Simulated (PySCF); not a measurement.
**Shifts of the heteroatoms**

Bonds (- single, = double, # triple, : aromatic): O1-B2 1.354 Å, B2-O3 1.354 Å. O1 carries H4; B2 carries H5; O3 carries H6.

Theoretical values (PySCF 2.14): shieldings: GIAO PBE0/pcSseg-1, geometry: PBE0-D3(BJ)/def2-SVP, J couplings at B3LYP/pcJ-1. One averaged value for each set of equivalent atoms, gas phase, one computed conformer, non-relativistic.

Predict the 17O NMR data.

## Answers


```
atoms            environment  σ (ppm)  δ (ppm)
O1/O3  oxygen bonded to B, H    190.8     93.9
```

Shieldings were converted by a linear fit to measured shifts: 17O (scatter 13.4 ppm rms, 14.2 ppm with the 1 outlier that the fit left out vs liquid water, solution or neat liquid). A few per cent of atoms miss by over 2 rms, more outside the fitted compound classes.

Couplings (the largest are listed; each averaged over equivalent pairs; quadrupolar broadening usually hides them): 1J(O1,B2) = -14.7 Hz, 2J(O1,O3) = 17.3 Hz, 2J(O1,H5) = -3.8 Hz.

On a 300 MHz spectrometer 17O resonates near 40.7 MHz, so 1 ppm is 40.7 Hz.
